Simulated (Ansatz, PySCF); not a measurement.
This PySCF input computes a CCSD(T)/cc-pVDZ energy:

```python
from pyscf import gto, scf, mp, cc as ccmod

mol = gto.M(
    atom='''
    C     1.28821393    0.13704514    0.01192045
    C     0.00466619    0.47258385    0.00111358
    H     1.60232982   -0.90099925    0.01239769
    H     2.07098219    0.88456380    0.02066987
    H    -0.26121508    1.52666987    0.00110742
    C    -1.13838143   -0.49205935   -0.01137507
    H    -0.78875001   -1.52536103   -0.01056700
    H    -1.78307485   -0.34713453    0.86039285
    H    -1.76726422   -0.34315674   -0.89395457
    ''',
    basis='cc-pvdz',
    charge=0,
    spin=0,
    verbose=4,
)

mf = scf.RHF(mol)
mf.conv_tol = 1e-10
mf.max_cycle = 100
mf.kernel()
mp2 = mp.MP2(mf, frozen=3).run()
cc = ccmod.CCSD(mf, frozen=3)
cc.max_cycle = 100
cc.kernel()
et = cc.ccsd_t()
print(f'E(CCSD(T)) = {cc.e_tot + et:.9f}')
```

Question: Write an input for the same energy in Ansatz (a program for electronic structure) and say what it gives.

Answer: 
Ansatz 0.2 input:
```yaml
crystal:
  periodic: [false, false, false]
  atoms:
    - {symbol: C, position_ang: [1.28821393, 0.13704514, 0.01192045]}
    - {symbol: C, position_ang: [0.00466619, 0.47258385, 0.00111358]}
    - {symbol: H, position_ang: [1.60232982, -0.90099925, 0.01239769]}
    - {symbol: H, position_ang: [2.07098219, 0.88456380, 0.02066987]}
    - {symbol: H, position_ang: [-0.26121508, 1.52666987, 0.00110742]}
    - {symbol: C, position_ang: [-1.13838143, -0.49205935, -0.01137507]}
    - {symbol: H, position_ang: [-0.78875001, -1.52536103, -0.01056700]}
    - {symbol: H, position_ang: [-1.78307485, -0.34713453, 0.86039285]}
    - {symbol: H, position_ang: [-1.76726422, -0.34315674, -0.89395457]}
basis:
  gaussian:
    orbitals: cc-pVDZ
magnetization: {spin_polarized: false}
correlation: {method: ccsd_t, electrons: outside_noble_gas}
```
It gives -117.55627 Eh, and PySCF -117.55627 Eh, a difference of 0.00 mEh.
